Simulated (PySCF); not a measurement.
Cyclopentene, C₅H₈.
Numbering: `[CH:1]1=[CH:2][CH2:3][CH2:4][CH2:5]1` (hydrogens: H6 on C1; H7 on C2; H8, H9 on C3; H10, H11 on C4; H12, H13 on C5)

Computed, not measured: PySCF, PBE0-D3(BJ)/def2-TZVP geometry optimisation, gas phase.

Problem. What internal coordinates does the optimisation give?

Solution. 
| bond | length (Å) | order |
| --- | --- | --- |
| C1=C2 | 1.328 | double |
| C3–C4, C4–C5 | 1.538 | single |
| C1–C5, C2–C3 | 1.501 | single |
| C1–H6, C2–H7 | 1.084 | single |
| C3–H8 and 3 like bonds | 1.096 | single |
| C4–H10, C4–H11 | 1.092 | single |

Bonds in one row agree within 0.01 Å and their mean is given. Orders are formal, as drawn. A selection of angles:
| angle | degrees |
| --- | --- |
| C2–C1–C5 | 111.9 |
| C2–C1–H6 | 125.0 |
| C5–C1–H6 | 123.1 |
| C2–C3–C4 | 103.0 |
| C2–C3–H8 | 110.3 |
| C2–C3–H9 | 112.9 |
| C4–C3–H8 | 111.9 |
| C4–C3–H9 | 112.5 |
| H8–C3–H9 | 106.3 |
| C3–C4–C5 | 105.5 |
| C3–C4–H10 | 112.9 |
| C3–C4–H11 | 109.1 |
| H10–C4–H11 | 107.3 |

Dihedral angles: C5–C1–C2–C3 0° (synperiplanar); C1–C2–C3–C4 -13° (synperiplanar); C2–C3–C4–C5 21° (synperiplanar); C3–C4–C5–C1 -21° (synperiplanar); C2–C1–C5–C4 13° (synperiplanar).

The 5-membered ring C1–C2–C3–C4–C5 has internal angles of 103.0° to 111.9° (sum 535°, against 540° for a flat polygon); it is puckered, 0.10 Å rms from its mean plane, widest ring torsion 21°. The 5 C–C bonds span 1.328 Å (C1=C2, drawn double) to 1.538 Å (C3–C4, drawn single), a spread of 0.210 Å.

Point group: Cs (tolerance 0.08 Å). No PBE0-D3(BJ)/def2-TZVP frequencies stand behind this structure, so it isn't proved a minimum. The numbers are those of one conformer.
